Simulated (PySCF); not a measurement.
Process, species as SMILES: CCCl + 2 [H][H] (H2) → 2 C (CH4) + Cl (HCl)
B3LYP-D3(BJ)/def2-TZVP geometries, fixed; electronic energies without zero-point terms.
Largest species:
```
C
H 1 1.0874
H 1 1.0874 2 109.04
C 1 1.5122 2 112.08 3 -124.70
H 4 1.0899 1 111.03 2 -58.14
H 4 1.0899 5 108.44 1 122.25
H 4 1.0932 5 108.41 6 117.50
Cl 1 1.8106 2 105.94 3 113.62
```

Effect of the auxiliary basis of density fitting at HF/aug-cc-pV(T+d)Z with PySCF, against the last row, where the energy of full hydrogenation is -42.99 kcal/mol. Cost is core time over that of density fitting: autoaux, rough, on shared machines of one kind.

| setting | fitting functions, largest species | largest shift of a total energy (mEh) | shift of the energy of full hydrogenation (kcal/mol) | cost |
|---|---|---|---|---|
| density fitting: autoaux | 1105 | 0.003 | -0.003 | 1× |
| density fitting: def2-universal-jkfit | 368 | 0.063 | -0.028 | 0.5× |
| density fitting: cc-pvtz-jkfit | 429 | 0.052 | -0.021 | 0.6× |
| density fitting: cc-pvqz-jkfit | 615 | 0.022 | -0.001 | 0.7× |
| density fitting: none | - | 0.000 | 0.000 | 6× |

Within 0.02 kcal/mol in the energy of full hydrogenation: density fitting: autoaux; density fitting: cc-pvqz-jkfit. The largest shift is 0.063 mEh in a total energy and 0.028 kcal/mol in the difference.
